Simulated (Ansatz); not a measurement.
Consider the interaction energy of a dimer with the counterpoise correction of BH₃, SMILES B (the Ansatz DFT code, driven from Python).

`dimer_bh3.py`:
```python
import ansatz as az

FIRST = [
    ('B', (0.0253, -0.0356, 0.0159)),
    ('H', (0.9341, 0.4238, 0.5486)),
    ('H', (-0.3076, -1.1421, 0.0371)),
    ('H', (-0.6519, 0.754, -0.6015)),
]
SECOND = [
    ('B', (-1.2727, 0.6276, -3.4541)),
    ('H', (-1.5265, 0.9591, -2.3833)),
    ('H', (-0.2267, 0.6014, -3.9448)),
    ('H', (-2.2187, 0.2433, -4.1025)),
]

def energy(atoms, ghosts=()):
    molecule = az.Crystal.molecule()
    for symbol, xyz in atoms:
        molecule = molecule.atom(symbol, xyz)
    calc = (
        molecule.calculation()
        .basis(gaussian='def2-SVP')
        .functional('PBE0')
    )
    deck = calc.input()
    if ghosts:
        deck = deck.set(az.key.basis.gaussian.ghost_atoms, [{'symbol': s, 'position_ang': list(xyz)} for s, xyz in ghosts])
    return az.Session.from_dict(deck).plan().execute().report['free_energy_ev']

both = energy(FIRST + SECOND)
alone = energy(FIRST) + energy(SECOND)
ghosted = energy(FIRST, SECOND) + energy(SECOND, FIRST)
print(f'dimer {both:.6f} eV')
print(f'interaction, uncorrected   {(both - alone):8.3f} eV')
print(f'interaction, counterpoise  {(both - ghosted):8.3f} eV')
print(f'basis-set superposition    {(alone - ghosted):8.3f} eV')
```

How large is the interaction at this pose, and how much of it is basis-set superposition?

Uncorrected it is 0.073 eV, with the counterpoise correction 0.079 eV; the difference, 0.01 eV, is the superposition error. In this basis both values are repulsive.

What the script printed:

`python dimer_bh3.py` gives:
```text
dimer -1443.846232 eV
interaction, uncorrected      0.073 eV
interaction, counterpoise     0.079 eV
basis-set superposition       0.006 eV
```

Notes:
- Total energies depend on the basis set; only differences at equal settings carry meaning.
- The dimer is a generated trial pose of unrelaxed monomers, not a minimum, so the figure is no binding energy, and the basis set is small.
- This level lacks the dispersion part of the attraction (electrostatics and induction are there), which can decide the sign where the interaction is weak.
- Run time: 2.6 s on 1 thread of Intel(R) Xeon(R) 6975P-C (Granite Rapids), with other jobs on the host, peak memory 0.15 GiB.

(Lines on the test bed's own set-up are left out of the output.)
